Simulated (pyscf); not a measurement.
Thermochemistry of product channels of silicon tetrachloride (Cl–Si(Cl)(Cl)–Cl) + H atom (H•) on the doublet surface, in kJ/mol, from CCSD(T)/def2-TZVPP + ΔMP2(QZVPP) energies (ideal gas, 1 atm, RRHO with modes under 100 cm⁻¹ raised to 100, one conformer, R ln 2 for rigid chiral ones). Structures and frequencies: ωB97X-D3(BJ)/def2-SVP in PySCF. Correlated levels are frozen-core, on RHF or UHF. ΔMP2 is the change of the MP2 total energy from the triple- to the quadruple-zeta basis.

| products | ΔE | ΔH(298 K) | ΔG(900 K) | ΔG(1200 K) |
|---|---|---|---|---|
| hydrogen chloride (HCl) + Cl–Si•(Cl)–Cl | +16.0 | +27.0 | -22.3 | -35.4 |
| hydrogen chloride (HCl) + dichlorosilylene (Cl–Si:–Cl) [singlet] + Cl atom (Cl•) | (withheld) | +300.7 | +142.9 | (withheld) |

Q: Fill in the missing entries.

A: 
- hydrogen chloride (HCl) + dichlorosilylene (Cl–Si:–Cl) [singlet] + Cl atom (Cl•), ΔE: +292.9
- hydrogen chloride (HCl) + dichlorosilylene (Cl–Si:–Cl) [singlet] + Cl atom (Cl•), ΔG(1200 K): +94.3

The channel to HCl + Cl–Si•(Cl)–Cl turns favourable between 298 and 1200 K (ΔG from +9.0 kJ/mol to -35.4 kJ/mol).

These are energies of the channels, which say nothing of barriers. The CCSD(T) − MP2 part came from Ansatz, without density fitting, on the same reference. Left out: orbital degeneracy and the spin-orbit lowering of Cl.
